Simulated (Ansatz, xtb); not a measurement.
# C2H5O−: which of two isomers lies lower

Structure a is `CC[O-]`, a singlet and structure b is `[CH2-]CO`, a singlet. Both are isolated ions in the gas phase, relaxed with PBE-D3(BJ)/def2-SVPD; the shapes shown needn't be the lowest conformers.

a (Å):

| atom | x (Å) | y (Å) | z (Å) |
| --- | --- | --- | --- |
| C | -2.0546 | -0.4794 | -1.1955 |
| C | -1.4087 | 0.5894 | -0.2587 |
| O | -1.9784 | 0.6979 | 0.9431 |
| H | -2.0055 | -1.4796 | -0.7126 |
| H | -1.5420 | -0.5312 | -2.1884 |
| H | -3.1276 | -0.2371 | -1.3566 |
| H | -0.2855 | 0.3122 | -0.2458 |
| H | -1.4104 | 1.5579 | -0.8916 |

b (Å):

```yaml
atoms:
  - { symbol: C, position_ang: [-1.8508, -0.9188, -0.7817] }
  - { symbol: C, position_ang: [-1.8698, 0.5514, -0.8967] }
  - { symbol: O, position_ang: [-0.6937, 1.1984, -0.1800] }
  - { symbol: H, position_ang: [-2.6574, -1.3765, -0.1756] }
  - { symbol: H, position_ang: [-1.6578, -1.4840, -1.7148] }
  - { symbol: H, position_ang: [-1.7846, 0.9328, -1.9446] }
  - { symbol: H, position_ang: [-2.7638, 1.0380, -0.4335] }
  - { symbol: H, position_ang: [-0.2888, 0.3584, 0.1419] }
```

Task: Estimate which is lower in electronic energy at CCSD(T)/def2-SVPD + ΔMP2/def2-TZVPPD, and by roughly how much.

Result: The CCSD(T)/def2-SVPD + ΔMP2/def2-TZVPPD calculation puts structure a lower, by 0.956 eV.

How the difference moves with the method:

| level | geometry | E(b) − E(a) (eV) | departure from the last row (eV) | job, with rough time for the two |
| --- | --- | --- | --- | --- |
| GFN2-xTB | GFN2-xTB | +1.856 | +0.900 | optimisation, 0.06 s |
| HF/STO-3G | GFN2-xTB | +0.397 | −0.559 | single point, 0.12 s |
| r2SCAN-D4/def2-SVPD | GFN2-xTB | +1.212 | +0.256 | single point, 2.2 s |
| PBE-D3(BJ)/def2-SVPD | PBE-D3(BJ)/def2-SVPD | +1.098 | +0.143 | optimisation, 12 s |
| HF/def2-SVPD | PBE-D3(BJ)/def2-SVPD | +1.257 | +0.301 | part of the CCSD(T) run |
| MP2/def2-SVPD | PBE-D3(BJ)/def2-SVPD | +1.089 | +0.133 | part of the CCSD(T) run |
| CCSD(T)/def2-SVPD | PBE-D3(BJ)/def2-SVPD | +1.099 | +0.143 | single point |
| CCSD(T)/def2-SVPD + ΔMP2/def2-TZVPPD | PBE-D3(BJ)/def2-SVPD | +0.956 |  | single point, 13 s |

As drawn, b has 1 O–H in place of 1 C–H.

None of the levels shown reverses the order. The largest departure from CCSD(T)/def2-SVPD + ΔMP2/def2-TZVPPD is that of GFN2-xTB, 0.900 eV. The last row adds to CCSD(T) the change of the MP2 difference between the two basis sets, here −0.143 eV, a large step that makes the value less sure.

With harmonic frequencies from PBE-D3(BJ)/def2-SVPD (ideal gas, rigid rotor, one conformer each, 298.15 K, 1 atm): on the last row, ΔE + ΔZPE = +0.935, ΔH = +0.951, ΔG = +0.923 eV.

The correlated steps freeze 3 core orbitals. Programs: Ansatz 0.2.0, xtb 6.7.1; the last row on 2 threads of Arm Neoverse V2 on a shared host.
